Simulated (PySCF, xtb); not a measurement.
CH2, SMILES [CH2], multiplicity 3.

Harmonic wavenumbers (cm⁻¹) from GFN2-xTB (xtb) at its own minimum, in rising order: 921, 3133, 3295.

Q: What does PBE-D3(BJ)/def2-TZVPD (PySCF 2.14.0) give at its own minimum? (An estimate is asked for; the answer gives what the named calculation found.)

A: 1006, 3069, 3308. Paired by order, the mean absolute difference is 54 cm⁻¹ and the zero-point energies are 10.5 and 10.6 kcal/mol.
